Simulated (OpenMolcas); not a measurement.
# Potential curves of AlB: spin-free states

Calculated with OpenMolcas 26.06: state-averaged CASSCF(6,8) over Al 3s 3p, B 2s 2p, XMS-CASPT2 (IPEA 0.25, imaginary shift 0.2 hartree), scalar X2C, ANO-RCC-VTZP, then RASSI spin–orbit state interaction with atomic mean-field integrals. C2 symmetry about the axis (a holds Σ, Δ, Γ; b holds Π, Φ, H; Σ⁺ and Σ⁻ are not told apart); roots by multiplicity and irrep: 3a 5, 3b 6, 1a 5, 5a 1, 1b 2.

XMS-CASPT2 energies in eV from the lowest point. Curves are followed by energy order within each symmetry, so they are adiabatic and may change character at avoided crossings; Σ⁺ and Σ⁻ are counted together.

```csv
R (Å),(1)3Σ,(1)3Π,(1)1Δ,(1)1Σ,(1)1Π
1.755,0.669,1.578,1.306,1.716,2.337
1.857,0.234,0.872,0.837,1.210,1.591
1.949,0.049,0.469,0.630,0.944,1.166
2.041,0.000,0.243,0.555,0.794,0.911
2.143,0.056,0.126,0.570,0.699,0.764
2.245,0.185,0.112,0.666,0.638,0.739
2.388,0.428,0.179,0.851,0.602,0.784
2.572,0.774,0.405,1.118,0.649,0.957
2.857,1.266,0.790,1.474,0.846,1.253
3.266,1.753,1.296,1.778,1.218,1.634
```

(1) With masses 26.982 and 11.009 u, fit the curves (1)3Σ near their minima.

The 5 lowest clean curves are shown; the next is (1)5Σ, from 1.06 eV. Only roots inside an energy window near the equilibrium distance were included, so the list of states is not complete; labels number the states computed. Each spin and symmetry block has orbitals of its own, averaged over its own roots, so gaps between blocks are less sure than gaps within one and near the minimum can be off by tenths of an eV, in bad cases by more. No Rydberg orbitals are active, so Rydberg states, and σ→σ* states whose orbital the CASSCF left unused, can be missing between those listed. CASPT2 splits the two components of degenerate states numerically, here by up to 139 cm⁻¹. No roots were computed in block 5b (none fell in the window or the block failed), so states of that kind are missing and can lie low or lowest. Points that failed a check (symmetry, reference weights, a jump) are left out.

Answers

(1) At XMS-CASPT2, Te from the lowest curve (the fit fixes ωe to a per cent or two; the method's Re and ωe can be off by some per cent):

| curve | Te (cm⁻¹) | Re (Å) | ωe (cm⁻¹) |
| --- | --- | --- | --- |
| (1)3Σ | 0 | 2.037 | 629.2 |
